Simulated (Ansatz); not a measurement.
Basis-set extrapolation for C₃H₅Cl₃, SMILES `ClCC(Cl)CCl` (PBE0-D4/def2-TZVP geometry, frozen core, Ansatz 0.2.0). Multiplicity 1, RHF reference.

```tsv
	def2-TZVPP	def2-QZVPP
HF	-1495.096631	-1495.139969
MP2 correlation	-1.084244	-1.176232
CCSD(T) correlation	-1.202965	not run
```

Energies in hartree. Use E(X) = E(∞) + A·exp(−7.88·√X) for Hartree–Fock and E(X) = E(∞) + B·X^(−2.97) for correlation, with X = 3 and 4, and add CCSD(T) minus MP2 of the smaller set to the MP2 limit.

Problem. What is the CCSD(T) energy at the basis-set limit?

Solution. HF limit: -1495.139969 + (-0.043338) × 0.13774 = -1495.14594. MP2 limit: -1.176232 + (-0.091988) × 0.74074 = -1.24437. Higher-order term: -1.202965 − (-1.084244) = -0.11872. Total: -1496.50903 hartree, 549.9 kJ/mol below CCSD(T)/def2-TZVPP.
